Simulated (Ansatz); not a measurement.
# BN (triplet): wave-function methods side by side, aug-cc-pVDZ

One table from this session's results is given with a row withheld; the runs are named, their logs left out.

Computed with Ansatz 0.2.0, Gaussian basis. Level: aug-cc-pVDZ, core rule «outside noble gas», up to 2 orbitals frozen.

To be run: UHF; CCSD(T) on ROHF; CCSD(T) on UHF; BCCD(T) on ROHF; CISD; CCSDT(Q) on ROHF; CCSDT(Q) on UHF; CASSCF and MRCISD+Q, 8 electrons in 8 orbitals; CASSCF and NEVPT2, 8 electrons in 8 orbitals.

18 further runs of the same task are left out: 9 that didn't finish, 9 set aside as unsound or not needed.

**The system**

The geometry is a PBE0/def2-TZVPD stationary point (not a proven minimum) of the parent state, kept for this charge and spin.

2 atoms, charge 0, spin multiplicity 3.

Atoms are counted from 1 here; the program's logs count them from 0.

Bond lengths: B1–N2 1.412 Å.

The first run:

Input file in.yaml:

```yaml
crystal:
  periodic: [false, false, false]
  atoms:
    - {symbol: B, position_ang: [0.000000, 0.000000, 0.000000]}
    - {symbol: N, position_ang: [0.000000, 0.000000, 1.412300]}
basis:
  gaussian: {orbitals: aug-cc-pVDZ}
magnetization: {spin_polarized: true, initial_magnetization: 2}
hamiltonian: {xc: hf}
output: {orbitals: {seedname: orbitals}}
```

The run is started by

```bash
ansatz run in.yaml --threads 1 --pin off --events-out ev --progress --plain --max-ram 2393MiB
```

Among the steps run: UHF; CCSD(T) on ROHF; CCSD(T) on UHF; BCCD(T) on ROHF; CISD; CCSDT(Q) on ROHF; CCSDT(Q) on UHF; CASSCF and MRCISD+Q, 8 electrons in 8 orbitals; CASSCF and NEVPT2, 8 electrons in 8 orbitals.

One of the session's tables, all rows but one given; the rest of the session is left out.

| method | from RCCSDT(Q) (kJ/mol) |
| --- | --- |
| ROHF | +612.5 |
| UHF | +592.7 |
| RMP2 | +86.3 |
| UMP2 | +107.5 |
| CISD | +67.8 |
| RCCSD | +37.6 |
| UCCSD | +37.8 |
| RCCSD(T) | +7.0 |
| UCCSD(T) | +8.4 |
| BCCD(T) | +7.7 |
| RCCSDT | +2.5 |
| UCCSDT | +2.3 |
| RCCSDT(Q) | 0 |
| UCCSDT(Q) | -1.5 |
| CASSCF valence | +332.4 |
| NEVPT2 valence | +70.2 |
| MRCISD valence | ? |
| MRCISD+Q valence | +2.2 |

Estimate the missing values for MRCISD valence.

As computed: from RCCSDT(Q) (kJ/mol): +17.9. In the column «from RCCSDT(Q) (kJ/mol)» it lies between UCCSD(T) (+8.4) and RCCSD (+37.6).

Among the levels timed on like hardware and quicker than the yardstick, those that no quicker one beats, quickest first: UHF (2.5 s, +592.7 kJ/mol); CISD (7 s, +67.8 kJ/mol); RCCSD(T) (8 s, +7.0 kJ/mol); MRCISD+Q valence (10 s, +2.2 kJ/mol).

Limits of these values: Of the multireference levels listed MRCISD+Q valence comes nearest in total energy (+2.2 kJ/mol), which doesn't show that its space is the better one. Restricted and unrestricted rows rest on different reference determinants; where their highest levels disagree by more than a few hundredths of an eV, they describe different states and don't form one ladder.
